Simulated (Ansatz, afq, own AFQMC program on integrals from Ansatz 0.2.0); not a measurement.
# NO (doublet): quantum Monte Carlo beside coupled cluster at distance N1–O2 = 1.026 Å, cc-pVDZ

Aim: compute NO (doublet) with auxiliary-field quantum Monte Carlo on the same integrals as coupled cluster, and set the energies side by side.

Computed with Ansatz 0.2.0, Gaussian basis, and an in-house AFQMC program (afq) on its integrals; all values are calculated. Level: cc-pVDZ, frozen cores.

To be run: PBE (unrestricted); r2SCAN (unrestricted); PBE0 (unrestricted); B3LYP (unrestricted); wB97M-V (unrestricted); B2PLYP (unrestricted); CCSD(T) on UHF; CCSDT(Q) on UHF; Phaseless AFQMC, CISD trial on UHF; Phaseless AFQMC, first-order trial on UHF.

7 further runs of the same task are left out: 1 for a known fault of the program, 6 that didn't finish.

## Step 1: The system

The geometry derives from a PBE0/def2-TZVP stationary point (not a proven minimum). One bond is set to the value named and the two fragments are kept rigid.

2 atoms, charge 0, spin multiplicity 2.

Atoms are counted from 1 here; the program's logs count them from 0.

Bond lengths: N1–O2 1.026 Å.

Geometry (Å):

| atom | x (Å) | y (Å) | z (Å) |
| --- | --- | --- | --- |
| N1 | 0.00000 | 0.00000 | 0.00000 |
| O2 | 0.00000 | 0.00000 | 1.02600 |

## Step 2: PBE (unrestricted)

The input, in.yaml:

```yaml
crystal:
  periodic: [false, false, false]
  atoms:
    - {symbol: N, position_ang: [0.000000, 0.000000, 0.000000]}
    - {symbol: O, position_ang: [0.000000, 0.000000, 1.026000]}
basis:
  gaussian: {orbitals: cc-pVDZ}
magnetization: {spin_polarized: true, initial_magnetization: 1}
hamiltonian: {xc: {name: PBE}}
output: {orbitals: {seedname: orbitals}}
```

Launch:

```sh
> ansatz run in.yaml --threads 1 --pin off --events-out ev --progress --plain --max-ram 1382MiB
```

Log:

```text
Functional definition: PBE
  name "PBE"
  cite "Perdew, Burke & Ernzerhof, Phys. Rev. Lett. 77, 3865 (1996) doi:10.1103/PhysRevLett.77.3865"
  parent pbe
  parameter kappa = 0.804
  parameter beta = 0.06672455060314922
  exchange = pbe_x(kappa = kappa, mu = beta*pi^2/3)
  correlation = pbe_c(beta = beta)
333 factors; their error is unknown
mean field evaluation 1: about -3528.7557 eV, gradient 1.6e1 eV
mean field evaluation 2: about -3529.1163 eV, gradient 1.4e1 eV
mean field evaluation 4: about -3529.8541 eV, gradient 3.9e-1 eV
mean field evaluation 8: about -3529.8350 eV, gradient 3.1e-3 eV
mean field evaluation 16: about -3529.8434 eV, gradient 5.2e-2 eV
mean field -3529.83501904 eV, -129.7190443414 hartree, gradient 9.0e-6 eV, S^2 0.751007; 1 other end points of the search recorded, 0 dependent functions left out
reference -3529.83502738 eV, -129.7190446480 hartree; 8, 7 occupied and 20, 21 virtual orbitals, 333 factors
Total energy: -3529.83502738 eV, -129.7190446480 hartree
```

Run time: 0.51 s. Hardware: 1 thread of Arm Neoverse V1, shared host.

From the report: ⟨S²⟩ of the determinant 0.751 (pure doublet: 0.75).

## Step 3: r2SCAN (unrestricted)

in.yaml: that of step 2 with these lines changed.

```diff
@@ -8,3 +8,2 @@
 magnetization: {spin_polarized: true, initial_magnetization: 1}
-hamiltonian: {xc: {name: PBE}}
-output: {orbitals: {seedname: orbitals}}
+hamiltonian: {xc: {name: r2SCAN}}
```

Launched as before.

Log:

```text
Functional definition: r2SCAN
  name "r2SCAN"
  cite "Furness, Kaplan, Ning, Perdew & Sun, J. Phys. Chem. Lett. 11, 8208 (2020) doi:10.1021/acs.jpclett.0c02405"
  cite "Furness, Kaplan, Ning, Perdew & Sun, J. Phys. Chem. Lett. 11, 9248 (2020) doi:10.1021/acs.jpclett.0c03077"
  parent r2scan
  parameter k0 = 0.174
  parameter k1 = 0.065
  parameter a1 = 4.9479
  exchange = r2scan_x(k0 = k0, k1 = k1, a1 = a1)
  correlation = r2scan_c
333 factors; their error is unknown
mean field evaluation 1: about -3531.0239 eV, gradient 1.4e1 eV
mean field evaluation 2: about -3531.4476 eV, gradient 9.8e0 eV
mean field evaluation 4: about -3531.8145 eV, gradient 1.2e0 eV
mean field evaluation 8: about -3531.8056 eV, gradient 1.1e-2 eV
mean field evaluation 16: about -3531.8149 eV, gradient 9.9e-2 eV
mean field -3531.80557862 eV, -129.7914610704 hartree, gradient 5.7e-5 eV, S^2 0.752185; 1 other end points of the search recorded, 0 dependent functions left out
reference -3531.80558075 eV, -129.7914611488 hartree; 8, 7 occupied and 20, 21 virtual orbitals, 333 factors
Total energy: -3531.80558075 eV, -129.7914611488 hartree
```

Wall time 1.3 s (1 thread of Arm Neoverse V1, shared host).

From the report: ⟨S²⟩ of the determinant 0.752 (pure doublet: 0.75).

## Step 4: PBE0 (unrestricted)

in.yaml: that of step 3 with these lines changed.

```diff
@@ -8,2 +8,3 @@
 magnetization: {spin_polarized: true, initial_magnetization: 1}
-hamiltonian: {xc: {name: r2SCAN}}
+hamiltonian: {xc: {name: PBE0}}
+output: {orbitals: {seedname: orbitals}}
```

The command is unchanged.

Log:

```text
Functional definition: PBE0
  name "PBE0"
  cite "Adamo & Barone, J. Chem. Phys. 110, 6158 (1999) doi:10.1063/1.478522"
  cite "Perdew, Burke & Ernzerhof, Phys. Rev. Lett. 77, 3865 (1996) doi:10.1103/PhysRevLett.77.3865"
  parent pbe
  parameter a = 0.25
  parameter kappa = 0.804
  parameter beta = 0.06672455060314922
  exchange = (1 - a)*pbe_x(kappa = kappa, mu = beta*pi^2/3) + a*exact_x
  correlation = pbe_c(beta = beta)
267 factors; integrals over basis functions are off by at most 6.1e-4 eV
mean field evaluation 1: about -3529.3595 eV, gradient 1.2e1 eV
mean field evaluation 2: about -3529.6975 eV, gradient 7.2e0 eV
mean field evaluation 4: about -3529.8868 eV, gradient 8.5e-1 eV
mean field evaluation 8: about -3529.8885 eV, gradient 1.0e-2 eV
mean field -3529.88851675 eV, -129.7210103461 hartree, gradient 3.2e-5 eV, S^2 0.751963; 0 other end points of the search recorded, 0 dependent functions left out
reference -3529.88852295 eV, -129.7210105742 hartree; 8, 7 occupied and 20, 21 virtual orbitals, 267 factors
Total energy: -3529.88852295 eV, -129.7210105742 hartree
```

It took 0.42 s on 1 thread of Arm Neoverse V1, shared host.

From the report: ⟨S²⟩ of the determinant 0.752 (pure doublet: 0.75).

## Step 5: B3LYP (unrestricted)

in.yaml: that of step 4 with these lines changed.

```diff
@@ -8,3 +8,2 @@
 magnetization: {spin_polarized: true, initial_magnetization: 1}
-hamiltonian: {xc: {name: PBE0}}
-output: {orbitals: {seedname: orbitals}}
+hamiltonian: {xc: {name: B3LYP}}
```

Same command.

Log, shortened:

```text
Functional definition: B3LYP
  name "B3LYP"
  cite "Stephens, Devlin, Chabalowski & Frisch, J. Phys. Chem. 98, 11623 (1994) doi:10.1021/j100096a001"
  cite "Becke, Phys. Rev. A 38, 3098 (1988) doi:10.1103/PhysRevA.38.3098"
  cite "Lee, Yang & Parr, Phys. Rev. B 37, 785 (1988) doi:10.1103/PhysRevB.37.785"
  cite "Vosko, Wilk & Nusair, Can. J. Phys. 58, 1200 (1980) doi:10.1139/p80-159"
[...]
267 factors; integrals over basis functions are off by at most 6.1e-4 eV
[...]
mean field -3533.54686276 eV, -129.8554520822 hartree, gradient 2.0e-5 eV, S^2 0.751770; 0 other end points of the search recorded, 0 dependent functions left out
reference -3533.54694691 eV, -129.8554551747 hartree; 8, 7 occupied and 20, 21 virtual orbitals, 267 factors
Total energy: -3533.54694691 eV, -129.8554551747 hartree
```

Wall time 0.42 s (1 thread of Arm Neoverse V1, shared host).

From the report: ⟨S²⟩ of the determinant 0.752 (pure doublet: 0.75).

## Step 6: wB97M-V (unrestricted)

in.yaml: that of step 5 with these lines changed.

```diff
@@ -8,2 +8,3 @@
 magnetization: {spin_polarized: true, initial_magnetization: 1}
-hamiltonian: {xc: {name: B3LYP}}
+hamiltonian: {xc: {name: wB97M-V}}
+output: {orbitals: {seedname: orbitals}}
```

The command is unchanged.

Log, shortened:

```text
Functional definition: wB97M-V
  name "wB97M-V"
  cite "Mardirossian & Head-Gordon, J. Chem. Phys. 144, 214110 (2016) doi:10.1063/1.4952647"
  cite "Becke, J. Chem. Phys. 107, 8554 (1997) doi:10.1063/1.475007"
  cite "Vydrov & Van Voorhis, J. Chem. Phys. 133, 244103 (2010) doi:10.1063/1.3521275"
  # Of w^i u^j: cxij and so on, Table III.
[...]
  gx(w, u) = 1 - cx + cx01*u + cx10*w
  gss(w, u) = css00 + css04*u^4 + css10*w + css20*w^2 + css43*w^4*u^3
  gos(w, u) = cos00 + cos10*w + (cos20 + cos21*u)*w^2 + (cos60 + cos61*u)*w^6
[...]
      + integral(e_c_pw_mod_opposite_spin*gos(b97_w_opposite, b97_u_opposite)) + vv10(b, c)
267 factors; integrals over basis functions are off by at most 6.1e-4 eV
55 factors; integrals over basis functions are off by at most 1.8e-5 eV
[...]
mean field -3532.76918267 eV, -129.8268728662 hartree, gradient 6.4e-5 eV, S^2 0.751363; 0 other end points of the search recorded, 0 dependent functions left out
reference -3532.76919275 eV, -129.8268732367 hartree; 8, 7 occupied and 20, 21 virtual orbitals, 267 factors
Total energy: -3532.76919275 eV, -129.8268732367 hartree
```

Run time: 1.5 s. Hardware: 1 thread of Arm Neoverse V1, shared host.

From the report: ⟨S²⟩ of the determinant 0.751 (pure doublet: 0.75).

## Step 7: B2PLYP (unrestricted)

in.yaml: that of step 6 with these lines changed.

```diff
@@ -8,3 +8,3 @@
 magnetization: {spin_polarized: true, initial_magnetization: 1}
-hamiltonian: {xc: {name: wB97M-V}}
-output: {orbitals: {seedname: orbitals}}
+hamiltonian: {xc: {name: B2PLYP}}
+correlation: {electrons: outside_noble_gas}
```

Same command.

Log, shortened:

```text
Functional definition: B2PLYP
  name "B2PLYP"
  cite "Grimme, J. Chem. Phys. 124, 034108 (2006) doi:10.1063/1.2148954"
  cite "Becke, Phys. Rev. A 38, 3098 (1988) doi:10.1103/PhysRevA.38.3098"
  cite "Lee, Yang & Parr, Phys. Rev. B 37, 785 (1988) doi:10.1103/PhysRevB.37.785"
[...]
267 factors; integrals over basis functions are off by at most 6.1e-4 eV
[...]
mean field -3528.02415389 eV, -129.6524962749 hartree, gradient 4.5e-6 eV, S^2 0.753700; 0 other end points of the search recorded, 0 dependent functions left out
2 core orbitals not correlated: weight in the atoms' cores, before any rotation towards them, 1.000 or more for the frozen orbitals, at most 0.000 for the correlated occupied ones
reference -3528.02420728 eV, -129.6524982369 hartree; 6, 5 occupied and 20, 21 virtual orbitals, 267 factors
second order -9.76698373 eV of doubles, -0.00000000 eV of singles
Total energy: -3530.66129289 eV, -129.7494093455 hartree
```

It took 0.51 s on 1 thread of Arm Neoverse V1, shared host.

From the report: ⟨S²⟩ of the determinant 0.754 (pure doublet: 0.75).

## Step 8: CCSD(T) on UHF

in.yaml: that of step 7 with these lines changed.

```diff
@@ -8,3 +8,2 @@
 magnetization: {spin_polarized: true, initial_magnetization: 1}
-hamiltonian: {xc: {name: B2PLYP}}
-correlation: {electrons: outside_noble_gas}
+correlation: {method: ccsd_t, electrons: outside_noble_gas, hamiltonian_folder: ham}
```

The command is unchanged.

Log, shortened:

```text
Functional definition: HF
  name "HF"
  cite "Fock, Z. Phys. 61, 126 (1930) doi:10.1007/BF01340294"
  parent pbe
[...]
267 factors; integrals over basis functions are off by at most 6.1e-4 eV
[...]
mean field -3516.60766202 eV, -129.2329479368 hartree, gradient 8.8e-6 eV, S^2 0.757804; 2 other end points of the search recorded, 0 dependent functions left out
2 core orbitals not correlated: weight in the atoms' cores, before any rotation towards them, 1.000 or more for the frozen orbitals, at most 0.000 for the correlated occupied ones
reference -3516.60766202 eV, -129.2329479368 hartree; 6, 5 occupied and 20, 21 virtual orbitals, 267 factors
second order -8.01613707 eV of doubles, -0.00000000 eV of singles
cycle   1  -8.05445912 eV  change   -3.8e-2 eV  update   6.1e-2
[...]
cycle   9  -8.31933904 eV  change    2.3e-7 eV  update   7.2e-6
perturbative correction -0.22123477 eV, -0.0081302277 hartree
Total energy: -3525.14823583 eV, -129.5468082353 hartree
```

Run time: 0.48 s. Hardware: 1 thread of Arm Neoverse V1, shared host.

From the report: ⟨S²⟩ of the determinant 0.758 (pure doublet: 0.75); correlation -8.5406 eV; T1 0.013; largest double amplitude 0.09.

This run also writes the integrals to the folder ham.

## Step 9: CCSDT(Q) on UHF

in.yaml: that of step 8 with these lines changed.

```diff
@@ -8,2 +8,2 @@
 magnetization: {spin_polarized: true, initial_magnetization: 1}
-correlation: {method: ccsd_t, electrons: outside_noble_gas, hamiltonian_folder: ham}
+correlation: {method: ccsdt_q, electrons: outside_noble_gas}
```

Launched as before.

Log, shortened:

```text
Functional definition: HF
  name "HF"
  cite "Fock, Z. Phys. 61, 126 (1930) doi:10.1007/BF01340294"
  parent pbe
[...]
459 factors; integrals over basis functions are off by at most 2.0e-7 eV
[...]
mean field -3516.60770742 eV, -129.2329496054 hartree, gradient 8.8e-6 eV, S^2 0.757804; 2 other end points of the search recorded, 0 dependent functions left out
2 core orbitals not correlated: weight in the atoms' cores, before any rotation towards them, 1.000 or more for the frozen orbitals, at most 0.000 for the correlated occupied ones
reference -3516.60770742 eV, -129.2329496054 hartree; 6, 5 occupied and 20, 21 virtual orbitals, 459 factors
second order -8.01614750 eV of doubles, -0.00000000 eV of singles
cycle   1  -8.05445825 eV  change   -3.8e-2 eV  update   7.1e-2
[...]
cycle  14  -8.54955166 eV  change    6.3e-7 eV  update   3.2e-7
perturbative correction -0.02518645 eV, -0.0009255851 hartree
Total energy: -3525.18244553 eV, -129.5480654189 hartree
```

It took 6.5 s on 1 thread of Arm Neoverse V1, shared host.

From the report: ⟨S²⟩ of the determinant 0.758 (pure doublet: 0.75); correlation -8.5747 eV; T1 0.012; largest double amplitude 0.10.

## Step 10: Phaseless AFQMC, CISD trial on UHF

It reads the integrals that the CCSD(T) run on this determinant wrote.

Launch:

```sh
> afq ham --method phaseless --trial cisd --walkers 60 --populations 1 --least-time 40 --time-step 0.005 --steps-per-block 50 --equilibration-blocks 28 --max-blocks 300 --target-error 0.0004 --factor-cut 1e-05 --start spin_pure --seed 5006 --release-times 0.24,0.51,0.99,1.62,2.4 --release-step 0.03 --release-every 4 --taylor-order 6
```

Log:

```text
orbitals 26  electrons 6 5  factors 190 of 267
reference energy -129.23294794 Eh
CCSD correlation -0.30573011 Eh in 9 cycles, weight of the determinant in the CISD state 0.9151
energy of the start -129.538330 Eh
 block  time / (1/Eh)  mean weight  energy / Eh
     1     0.250  0.9987  -129.536960
     2     0.500  0.9978  -129.542525
     3     0.750  1.0015  -129.544837
     4     1.000  1.0032  -129.552593
     5     1.250  0.9981  -129.544360
     6     1.500  0.9977  -129.543081
     7     1.750  0.9997  -129.543068
     8     2.000  0.9971  -129.538839
     9     2.250  1.0005  -129.544199
    10     2.500  1.0003  -129.548087
    15     3.750  1.0027  -129.551644
    22     5.500  1.0010  -129.542248
    29     7.250  1.0011  -129.543082
    36     9.000  1.0008  -129.557873
    43    10.750  1.0019  -129.546126
    50    12.500  0.9988  -129.549421
    57    14.250  1.0005  -129.544250
    64    16.000  1.0016  -129.550543
    71    17.750  0.9974  -129.543382
    78    19.500  1.0002  -129.551271
    85    21.250  1.0003  -129.543337
    92    23.000  0.9984  -129.549120
    99    24.750  1.0009  -129.541685
   106    26.500  1.0016  -129.540094
   113    28.250  0.9976  -129.545421
   120    30.000  0.9990  -129.541999
   127    31.750  1.0038  -129.550991
   134    33.500  1.0019  -129.541967
   141    35.250  0.9987  -129.542362
   148    37.000  1.0022  -129.546915
   155    38.750  0.9990  -129.548830
   162    40.500  1.0011  -129.544886
   169    42.250  0.9990  -129.546578
   176    44.000  1.0013  -129.541428
   183    45.750  0.9982  -129.546706
   190    47.500  0.9987  -129.543239
   197    49.250  1.0014  -129.538991
   204    51.000  1.0000  -129.556534
   211    52.750  1.0016  -129.543985
   218    54.500  1.0015  -129.550531
   225    56.250  1.0003  -129.547889
   232    58.000  0.9980  -129.548907
   239    59.750  0.9990  -129.541370
   246    61.500  0.9986  -129.546828
   253    63.250  1.0047  -129.560983
   260    65.000  1.0009  -129.554748
   267    66.750  1.0013  -129.548992
   274    68.500  1.0003  -129.548498
   281    70.250  1.0016  -129.555261
   288    72.000  0.9992  -129.552343
   295    73.750  1.0016  -129.546196
   302    75.500  0.9993  -129.544581
blocks merged  error / Eh  count
     1  0.000340  280
     2  0.000392  140
     4  0.000449  70
     8  0.000399  35
    16  0.000392  17
    32  0.000468  8
released: time / (1/Eh)  energy / Eh  error  mean overlap
  0.24  -129.548352  0.000695  0.9931
  0.51  -129.548130  0.000423  0.9938
  0.99  -129.547847  0.000422  0.9921
  1.62  -129.547843  0.000586  0.9956
  2.40  -129.548057  0.000730  1.0155
energy -129.546986 +/- 0.000399 Eh
```

Run time: 3.4 min. Hardware: 1 thread of Arm Neoverse V1, shared host.

Energy -3525.1531 ± 0.0109 eV. Caveats: constraint bias not in the error.

## Step 11: Phaseless AFQMC, first-order trial on UHF (settings varied)

It reads the integrals that the CCSD(T) run on this determinant wrote.

Launch:

```sh
> afq ham --method phaseless --trial mp1 --walkers 160 --populations 1 --least-time 40 --time-step 0.2 --steps-per-block 5 --equilibration-blocks 10 --max-blocks 100 --target-error 0.0008 --factor-cut 1e-05 --start determinant --seed 2587 --taylor-order 6
```

Log:

```text
orbitals 26  electrons 6 5  factors 190 of 267
reference energy -129.23294794 Eh
CCSD correlation -0.30573011 Eh in 9 cycles, weight of the determinant in the CISD state 0.9151
energy of the start -129.527535 Eh
 block  time / (1/Eh)  mean weight  energy / Eh
     1     1.000  0.9740  -129.541108
     2     2.000  1.0205  -129.544868
     3     3.000  1.0646  -129.552964
     4     4.000  1.0656  -129.549517
     5     5.000  1.0211  -129.547328
     6     6.000  1.0229  -129.543834
     7     7.000  0.9758  -129.544983
     8     8.000  1.0307  -129.551801
     9     9.000  0.9896  -129.555496
    10    10.000  0.9598  -129.547200
    11    11.000  0.9009  -129.547454
    12    12.000  0.9694  -129.548166
    13    13.000  1.0308  -129.546436
    14    14.000  0.9977  -129.546685
    15    15.000  0.9448  -129.546540
    16    16.000  0.9653  -129.548937
    17    17.000  0.9497  -129.548644
    18    18.000  0.9834  -129.553093
    19    19.000  0.9532  -129.555599
    20    20.000  1.0671  -129.545152
    21    21.000  0.9313  -129.548862
    22    22.000  0.9594  -129.550527
    23    23.000  0.9921  -129.546242
    24    24.000  1.0054  -129.548340
    25    25.000  1.0574  -129.552419
    26    26.000  1.0298  -129.546208
    27    27.000  1.0521  -129.542051
    28    28.000  0.9708  -129.547360
    29    29.000  1.0469  -129.543967
    30    30.000  1.0000  -129.548607
    31    31.000  1.0259  -129.551877
    32    32.000  1.0352  -129.541042
    33    33.000  1.0455  -129.549658
    34    34.000  0.9561  -129.546523
    35    35.000  1.0501  -129.545919
    36    36.000  0.9189  -129.545754
    37    37.000  0.9813  -129.545901
    38    38.000  0.9638  -129.548491
    39    39.000  1.0712  -129.546528
    40    40.000  1.0072  -129.550025
    41    41.000  1.0606  -129.548609
    42    42.000  0.8809  -129.545576
    43    43.000  0.9439  -129.545476
    44    44.000  0.9879  -129.545940
    45    45.000  1.0317  -129.540861
    46    46.000  1.0204  -129.551373
    47    47.000  1.0064  -129.541719
    48    48.000  0.9662  -129.542785
    49    49.000  1.0456  -129.549329
    50    50.000  1.0173  -129.546026
blocks merged  error / Eh  count
     1  0.000511  40
     2  0.000441  20
     4  0.000509  10
energy -129.547251 +/- 0.000511 Eh
```

Run time: 20 s. Hardware: 1 thread of Arm Neoverse V1, shared host.

Energy -3525.1603 ± 0.0139 eV. The run doesn't count as converged. Caveats: constraint bias not in the error; error not settled.

## Step 12: AFQMC on the ladder

On the UHF determinant, counted from CCSDT(Q) (a yardstick, not exact):

| level | energy (eV) | from CCSDT(Q) (kcal/mol) | statistical error (kcal/mol) | time |
| --- | --- | --- | --- | --- |
| HF | -3516.6077 | +197.74 |  |  |
| MP2 | -3524.6238 | +12.88 |  |  |
| CCSD | -3524.9270 | +5.89 |  |  |
| CCSD(T) | -3525.1482 | +0.79 |  |  |
| CCSDT(Q) | -3525.1824 | 0.00 |  |  |
| Phaseless AFQMC, CISD trial, step 0.005, 60 walkers | -3525.1531 | +0.68 | 0.25 | 3.4 min |

The functionals' totals stand on their own zeros and serve differences with other points: PBE -3529.835 eV; r2SCAN -3531.806 eV; PBE0 -3529.889 eV; B3LYP -3533.547 eV; wB97M-V -3532.769 eV; B2PLYP -3530.661 eV.

## Step 13: What came out

| quantity | value |
| --- | --- |
| CCSD(T) on UHF from CCSDT(Q) | +0.79 kcal/mol |
| Phaseless AFQMC, CISD trial on UHF from CCSDT(Q) | +0.68 ± 0.25 kcal/mol |

On UHF the phaseless walk with the CISD trial lies +0.68 kcal/mol from CCSDT(Q), within three error bars. Error bars are statistical and leave out the constraint, the time step and what remains of the start.
